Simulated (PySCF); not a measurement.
Carbon: a sound run and one with changed settings

Sound run: C [He] 2s2 2p2, C+ [He] 2s2 2p1. Computed with PySCF 2.14 in jorge-DZP-DKH, with scalar relativity by spin-free X2C-1e. In the sound run the correlated levels freeze 1s2. The sound run starts from symmetry-adapted Hartree-Fock orbitals and uses a fine grid where one is needed.

Changed run: all electrons correlated in a basis built for the valence shell.

```csv
species,method,sound run (hartree),changed run (hartree),converged
C,MP2,-37.75580,-37.76923,yes
C,CCSD(T),-37.77751,-37.79186,yes
C+,MP2,-37.34864,-37.36192,yes
C+,CCSD(T),-37.37473,-37.38885,yes
```

Ionisation energy of C:

```
 method  sound run (eV)  changed run (eV)
    UHF          10.813            10.813
    MP2          11.079            11.083
SCS-MP2          10.975            10.978
   CCSD          10.952            10.959
CCSD(T)          10.960            10.966
```

A valence basis has no tight correlating functions, so it recovers only part of the core correlation, and not evenly between atom and ion.

For comparison, NIST gives 11.260 eV between the lowest levels.
